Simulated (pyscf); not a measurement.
PySCF, gas phase, ωB97X-D3(BJ)/def2-SVP geometries.

Estimate by transition-state theory the rate constant of [HS–V(Cl)(Cl)–Cl]• (SMILES [SH][V]([Cl])([Cl])[Cl]) + HCl (SMILES Cl) -> [Cl–V(Cl)(Cl)–Cl]• (SMILES [Cl][V]([Cl])([Cl])[Cl]) + H₂S (SMILES S) (doublet surface; S–V, Cl–H broken, Cl–V, H–S formed) at 600 K, with ωB97M-D3(BJ)/def2-TZVP energies (ideal gas, 1 atm, RRHO with modes under 100 cm⁻¹ raised to 100, one conformer, R ln 2 for chiral ones without a mode under 150 cm⁻¹; no tunnelling).

The electronic barrier is 16.2 kcal/mol and the thermal terms add +21.1, so ΔG‡ = 37.3 kcal/mol. With k_BT/h = 1.25e+13 s⁻¹ and RT = 1.192 kcal/mol, and a volume of 8.18e-20 cm³ per molecule at 1 atm, k = 2.6e-20 cm³ molecule⁻¹ s⁻¹. Wigner's tunnelling factor for 739i cm⁻¹ would be 1.13. A shift of 1 kcal/mol in the barrier changes k by a factor 2.3. On the product side the descent ends in an adduct with a S–V contact (not fully relaxed), 7.7 kcal/mol under the separated species and 25.4 kcal/mol under the saddle at ωB97X-D3(BJ)/def2-TZVP. What is counted as broken (S–V) persists as a longer contact in the product adduct; parting that adduct is a step of its own. At ωB97X-D3(BJ)/def2-TZVP the barrier from the zero used here is 12.4 kcal/mol. This is the saddle that the search found; another between the same sides may lie lower. Open-shell species with a d-block atom are single-reference here; other states, and whether the spin sits on metal or ligand, were not checked.
